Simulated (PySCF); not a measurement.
A first-order proton ENDOR spectrum was simulated from computed couplings for a radical in fast tumbling at B = 337.9 mT (X band).

Class means under 0.5 MHz are left out. Line positions in MHz: 4.77, 11.04, 17.74, 33.55, 34.70, 63.47.

Question: What is the proton Larmor frequency at this field?

Answer: νH = 5.58569 × 7.62259 MHz/T × 0.3379 T = 14.39 MHz.

Question: Which couplings do the lines give?

Answer: For S = 1/2 in fast tumbling each set of equivalent nuclei gives two lines, ν± = |νn ± a/2| to first order, with νn = g_N μN B/h and μN/h = 7.62259 MHz/T. A pair with |a| < 2νn is centred on νn and split by |a|; one with |a| > 2νn is centred on |a|/2 and split by 2νn.

```csv
lower line,upper line,centred on,|a| (MHz)
34.70,63.47,|a|/2,98.17
4.77,33.55,|a|/2,38.32
11.04,17.74,νn,6.70
```

C4H5O2 (doublet state).
Z-matrix (Å and degrees, PBE0-D3(BJ)/def2-SVP geometry), rows numbered from 1:
```
O 
C   1  1.1988
C   2  1.5206  1  127.78
C   3  1.4860  2  102.18  1  -174.65
O   4  1.3671  3  111.85  2   -13.98
C   5  1.4046  4  110.06  3    17.83
H   3  1.1039  2  110.05  1   -51.83
H   3  1.1101  2  108.42  1    63.70
H   4  1.0901  3  127.00  2  -162.68
H   6  1.1016  2  111.15  1   -55.25
H   6  1.1059  2  109.21  1    63.87
```

The species is `O=C1C[CH]OC1` [radical].

Question: This is the radical. Which protons give which coupling, and how does each split the EPR lines?

Answer: 98.2 MHz (computed sign +): H7/H8, β, 2 bonds from C4, a 1:2:1 triplet of 3.501 mT; 38.3 MHz (computed sign −): H9, α, 1 bond from C4, a 1:1 doublet of 1.367 mT; 6.7 MHz (computed sign +): H10/H11, γ, 3 bonds from C4, a 1:2:1 triplet of 0.239 mT. To first order the positions of ENDOR lines don't depend on how many nuclei share a coupling.

Theory: UKS B3LYP, IGLO-III on C O, pcH-1 on H, non-relativistic, mean-field spin-orbit, GIAO in PySCF 2.14.0. Geometry: PBE0-D3(BJ)/def2-SVP, one conformer, isolated molecule. Stability of the SCF solution: not tested.

Means are taken over nuclei equivalent by connectivity, which assumes that they swap fast. The 1H value of +98.2 MHz is a mean of couplings from 78.3 to 118.0 MHz in this one geometry, not an average over conformers. The 1H value of +6.7 MHz is a mean of couplings from 3.9 to 9.5 MHz in this one geometry, not an average over conformers.

The Mulliken spin populations are largest on C4 (+0.93), O5 (+0.10) and C3 (-0.09). C4 is the only atom above +0.15. The angles at C4 add up to 353.0°, so it is slightly pyramidal.

Time: 34 s. Hardware: one thread of an x86-64 server (shared host).
